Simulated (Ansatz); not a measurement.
System: zinc-blende BeTe. Method: r²SCANh (plane waves, PAW; Ansatz, a program for electronic structure).

Run with plane-wave cutoff 520 eV, 8×8×8 k mesh, Fermi–Dirac smearing 0.01 eV, scalar-relativistic PAW data made under PBE.

Energies at three volumes about the minimum:

```json
[
 {"V (Å³/atom)": "22.115", "E − E_lowest (meV/atom)": "1.36"},
 {"V (Å³/atom)": "22.513", "E − E_lowest (meV/atom)": "0.00"},
 {"V (Å³/atom)": "23.075", "E − E_lowest (meV/atom)": "2.55"}
]
```

Q: Fit a parabola by hand: where is the minimum, what lattice constant follows, and what is the bulk modulus?

A: Slopes: (0.00 − 1.36)/(22.513 − 22.115) = -3.417 and (2.55 − 0.00)/(23.075 − 22.513) = 4.537 meV/Å³. Curvature E″ = 2 × (4.537 − (-3.417))/(23.075 − 22.115) = 16.571 meV/Å⁶. From the middle of the first interval, the slope vanishes at V0 = 22.3140 − (-3.417)/16.571 = 22.520 Å³/atom. B = V0 E″ = 22.520 × 16.571 meV/Å³ × 0.1602 GPa per meV/Å³ = 59.8 GPa. With 8 atoms in the cube, a = (8 × 22.520)^(1/3) = 5.648 Å. The full Birch–Murnaghan fit to all volumes gives V0 = 22.513 Å³/atom and B0 = 60.5 GPa.

Measured, for comparison: bulk modulus 67 GPa (room temperature, not corrected to a static lattice; as tabulated in Elmahjoubi et al. (2023), arXiv:2303.01780); lattice constant a 5.626 Å (temperature not stated, not corrected to a static lattice; as tabulated in Bernardini et al. (2000), arXiv:cond-mat/0007180). Computed (rounded) less measured: bulk modulus -10 %.
